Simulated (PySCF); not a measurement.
Stepwise substitution at one centre (Al F-OH). Gas-phase values, no solvent. One relaxed conformer stands for each flexible species; it need not be the lowest. Strings in code marks are SMILES.

The S1 excitation (TDA) from two functionals at the same geometries (PBE0-D3(BJ)/def2-TZVP), both in PySCF: PBE-D3(BJ)/def2-TZVP and ωB97X-D3(BJ)/def2-TZVP. Excitations are Tamm–Dancoff values on a coarser integration grid. The basis has no diffuse functions, so Rydberg states are missing or too high.

```json
[
 {"species": "0 of 3 F replaced by OH (`[F][Al]([F])[F]`)", "PBE-D3(BJ)/def2-TZVP (eV)": "7.32"},
 {"species": "1 of 3 F replaced by OH (`[OH][Al]([F])[F]` (H–O–Al–F torsion 0°))", "PBE-D3(BJ)/def2-TZVP (eV)": "6.36"},
 {"species": "2 of 3 F replaced by OH", "PBE-D3(BJ)/def2-TZVP (eV)": "6.10"},
 {"species": "3 of 3 F replaced by OH (`[OH][Al]([OH])[OH]`)", "PBE-D3(BJ)/def2-TZVP (eV)": "6.07"}
]
```

Problem. What does ωB97X-D3(BJ)/def2-TZVP give for each?

Solution. 
- 0 of 3 F replaced by OH (`[F][Al]([F])[F]`): 8.82
- 1 of 3 F replaced by OH (`[OH][Al]([F])[F]` (H–O–Al–F torsion 0°)): 7.58
- 2 of 3 F replaced by OH: 7.37
- 3 of 3 F replaced by OH (`[OH][Al]([OH])[OH]`): 7.43
Over these rows, drawn at random from the members with no instability flagged (it was tested for open shells, ions and some series alone), PBE minus ωB97X-D3(BJ): mean -1.34 eV, from -1.50 eV to -1.22 eV.
